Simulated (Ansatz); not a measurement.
The input, for Ansatz 0.2.0:

```yaml
crystal:
  periodic: [false, false, false]
  atoms:
    - {symbol: W, position_ang: [0.000000, 0.000027, 0.157097]}
    - {symbol: C, position_ang: [0.000000, -0.014098, -1.850243]}
    - {symbol: H, position_ang: [0.000009, -0.997640, -2.326283]}
    - {symbol: H, position_ang: [0.886471, 0.580366, -2.139638]}
    - {symbol: H, position_ang: [-0.886481, 0.580351, -2.139638]}
basis:
  gaussian: {orbitals: def2-TZVPP}
total_charge: 1
magnetization: {spin_polarized: true, initial_magnetization: 2}
hamiltonian: {xc: {name: PBE}}
output: {orbitals: {seedname: orbitals}}
```

```sh
$ ansatz run in.yaml --threads 2 --pin off --events-out ev --progress --plain --max-ram 24576MiB --backend cuda --devices 0, --max-vram 18GiB
```

The program prints:

```
692 factors; their error is unknown
mean field evaluation 1: about -2873.8336 eV, gradient 7.2e1 eV
mean field evaluation 2: about -2674.3842 eV, gradient 1.4e2 eV
mean field evaluation 4: about -2894.7757 eV, gradient 2.6e1 eV
mean field evaluation 8: about -2899.5048 eV, gradient 6.3e-1 eV
mean field evaluation 16: about -2899.4952 eV, gradient 4.3e-3 eV
mean field evaluation 32: about -2899.5406 eV, gradient 8.4e-1 eV
mean field evaluation 64: about -2899.4800 eV, gradient 2.3e-1 eV
mean field evaluation 96: about -2899.5953 eV, gradient 7.8e-2 eV
mean field evaluation 128: about -2899.3091 eV, gradient 1.4e0 eV
mean field evaluation 160: about -2899.5934 eV, gradient 4.9e-2 eV
mean field evaluation 192: about -2899.2341 eV, gradient 1.4e0 eV
mean field evaluation 224: about -2899.4215 eV, gradient 2.1e-1 eV
mean field -2899.59555605 eV, -106.5581712685 hartree, gradient 2.8e-6 eV, S^2 2.916764; 14 other end points of the search recorded, 0 dependent functions left out
reference -2899.59559362 eV, -106.5581726490 hartree; 12, 10 occupied and 117, 119 virtual orbitals, 692 factors
Total energy: -2899.59559362 eV, -106.5581726490 hartree
```

Ran on 2 threads of AMD EPYC 7R13 with a shared H100 80 GB, shared host: 11 s wall, 0.79 GiB peak host memory.
